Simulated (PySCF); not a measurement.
A PySCF script (with the pyscf-properties extension) for the NMR shieldings of `OO`, H₂O₂, on a PBE0-D3(BJ)/def2-TZVP geometry:

```python
import basis_set_exchange as bse
import numpy as np
from pyscf import gto, dft
from pyscf.prop import nmr

atoms = """
O     0.586358   -0.053895    0.417664
O    -0.567366    0.010055   -0.436467
H     1.277397    0.027345   -0.248302
H    -1.258400   -0.008875    0.234095
"""
names = dict.fromkeys(["O", "H"], "pcSseg-2")
basis = {el: gto.basis.parse(bse.get_basis(n, elements=[el], fmt="nwchem")) for el, n in names.items()}
mol = gto.M(atom=atoms, basis=basis, charge=0, verbose=0)
mf = dft.RKS(mol, xc="PBE0")
mf.grids.level = 2
mf.grids.alignment = dft.numint.BLKSIZE   # the property module wants whole blocks of grid points
mf.conv_tol = 1e-9
mf.kernel()

calc = nmr.RKS(mf)   # GIAO
C = mf.mo_coeff
Co = C[:, mf.mo_occ > 0]
resp = mf.gen_response(singlet=True, hermi=2)
def vind(x):   # induced exchange potential for any number of trial vectors
    d = np.einsum("pi,xij,qj->xpq", C, 2 * x.reshape(-1, C.shape[1], Co.shape[1]), Co, optimize=True)
    return np.einsum("xpq,pi,qj->xij", resp(d - d.transpose(0, 2, 1)), C, Co, optimize=True).ravel()
mo1, _ = nmr.rhf.solve_mo1(calc, with_cphf=vind)
sigma = calc.kernel(mo1)
for i, s in enumerate(sigma):   # ppm
    print("%2d %-2s %9.2f" % (i, mol.atom_pure_symbol(i), np.trace(s) / 3))
```

Question: What does it print?

Answer: 
```
 0 O     126.42
 1 O     126.45
 2 H      26.46
 3 H      26.46
```

These numbers come from an equivalent density-fitted implementation of the same equations, which agrees with the script to about 0.01 ppm for H and up to a few tenths of a ppm for heavy atoms, so last digits may differ.

Question: Turn these shieldings into chemical shifts. δ = σ(ref) − σ, references computed at the same level: ¹⁷O (σref 329.54) vs H2O; ¹H (σref 31.52) vs TMS.

Answer: Averaging equivalent atoms: O 0/1: 203.1; H 2/3: 5.07 ppm. Experimental scales use liquid or dissolved standards, which lie at an offset from isolated H2O (liquid H2O: subtract about 36 ppm).

Size and cost of the density-fitted run: 100 basis functions, 2.3 s wall time on 1 thread of an AMD EPYC 7R43 64-Core, shared host; peak memory 0.35 GiB.
